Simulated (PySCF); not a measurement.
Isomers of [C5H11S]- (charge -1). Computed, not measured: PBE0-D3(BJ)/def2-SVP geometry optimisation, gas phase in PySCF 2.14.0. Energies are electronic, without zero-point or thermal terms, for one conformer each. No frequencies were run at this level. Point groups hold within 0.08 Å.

Question: Rank from lowest to highest electronic energy at this level (kJ/mol).
A. `[CH3:1][CH2:2][C@H:3]([CH3:4])[CH2:5][S-:6]` (charge -1) with C1–C2–C3–C4 -69°, C2–C3–C5–S6 -60°
B. `[CH3:1][CH2:2][CH2:3][CH2:4][CH2:5][S-:6]` (charge -1) with C1–C2–C3–C4 180°, C2–C3–C4–C5 180°, C3–C4–C5–S6 180°
C. `[CH3:1][CH2:2][CH2:3][C@@H:4]([CH3:5])[S-:6]` (charge -1) with C1–C2–C3–C4 176°, C2–C3–C4–C5 61°
D. `[CH3:1][CH2:2][CH:3]([S-:4])[CH2:5][CH3:6]` (charge -1) with C1–C2–C3–S4 -172°, C2–C3–C5–C6 -175°

Answer: D (0.0), A (7.5), C (11.0), B (26.2).

Neighbours under 21 kJ/mol apart (CCC([S-])CC and CC[C@H](C)C[S-]; CC[C@H](C)C[S-] and CCC[C@@H](C)[S-]; CCC[C@@H](C)[S-] and CCCCC[S-]) can change places with a better method, another conformer or zero-point energy.

| SMILES | E (Eh) | E rel (kJ/mol) | dipole about centre of mass (D) | point group | A, B, C (MHz) |
| --- | --- | --- | --- | --- | --- |
| CCC([S-])CC | -594.73013 | 0.0 | 5.35 | C1 | 3179, 2082, 1344 |
| CC[C@H](C)C[S-] | -594.72727 | 7.5 | 6.91 | C1 | 4069, 1645, 1251 |
| CCC[C@@H](C)[S-] | -594.72593 | 11.0 | 7.41 | C1 | 5576, 1298, 1111 |
| CCCCC[S-] | -594.72015 | 26.2 | 10.83 | Cs | 15095, 800.7, 778.7 |

Question: How do the relative energies change in single points at PBE/pcSseg-1 (no added dispersion term) on the same geometries?

Answer: 
```tsv
SMILES	PBE0-D3(BJ)/def2-SVP (kJ/mol)	PBE/pcSseg-1 (kJ/mol)	shift
CCC([S-])CC	0.0	0.0	0.0
CC[C@H](C)C[S-]	7.5	6.2	-1.3
CCC[C@@H](C)[S-]	11.0	6.0	-5.0
CCCCC[S-]	26.2	17.9	-8.3
```

Each column counts from its own lowest isomer. The lowest isomer stays, but the order above it changes; the largest shift is 8.3 kJ/mol.
